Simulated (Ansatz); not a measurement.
## Scan of SiH, quartet

Starting geometry (PBE0/def2-TZVP stationary point for this spin):

```yaml
atoms:
  - { symbol: Si, position_ang: [0.0000, 0.0000, 0.0000] }
  - { symbol: H, position_ang: [0.0000, 0.0000, 1.4995] }
```

From there H2 moves along the line of the two atoms named below, all else staying in place; atoms are numbered as listed. Energies are in kcal/mol, counted from the starting geometry at the same level. Kohn–Sham curves are unrestricted where that lies lower.

Basis cc-pVTZ; Ansatz 0.2.0. Correlated methods freeze the noble-gas cores.

Full CI is exact within this basis and frozen core; it isn't the basis-set limit.

```csv
distance Si1-H2 (Å),r2SCANh
1.197,27.0
1.336,6.0
1.500,0.0
1.623,2.4
1.802,9.9
2.110,22.6
2.410,30.5
2.775,35.5
3.276,38.1
3.952,39.2
5.117,39.5
```

Estimate the full CI curve in cc-pVTZ from this one, knowing how r2SCANh errs.

The computed full CI values, in kcal/mol from the starting point, and the error of r2SCANh against them:
| distance Si1-H2 (Å) | full CI | r2SCANh less full CI |
| --- | --- | --- |
| 1.197 | 27.7 | -0.7 |
| 1.336 | 6.4 | -0.4 |
| 1.500 | 0.0 | 0.0 |
| 1.623 | 2.0 | 0.3 |
| 1.802 | 9.1 | 0.8 |
| 2.110 | 21.6 | 1.0 |
| 2.410 | 28.3 | 2.2 |
| 2.775 | 31.5 | 4.0 |
| 3.276 | 32.7 | 5.4 |
| 3.952 | 33.2 | 6.0 |
| 5.117 | 33.3 | 6.2 |

r2SCANh at 5.117 Å lies 6.2 kcal/mol (19 %) above the reference in this basis.
